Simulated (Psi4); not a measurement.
A dimer, C2H2 ··· CH4O (SMILES C#C and CO), singlet; the first 4 atoms form monomer A.

```
10

C      0.5918     0.0290    -0.0835
C     -0.5918    -0.0289     0.0835
H      1.6429     0.0804    -0.2312
H     -1.6429    -0.0804     0.2312
C     -3.7052     1.7923     1.3994
O     -3.7367     0.5061     0.7969
H     -4.2069     2.5488     0.7858
H     -4.1546     1.7922     2.3987
H     -2.6563     2.0692     1.4952
H     -4.6542     0.2332     0.6996
```

Task: What interaction energy does SAPT0/jun-cc-pVDZ, frozen core (Psi4 1.11) give, and which attractive term is the largest?

Result: Total -14.82 kJ/mol: electrostatics -17.86, exchange 11.74, induction -3.63, dispersion -5.07. The most attractive term is electrostatics.
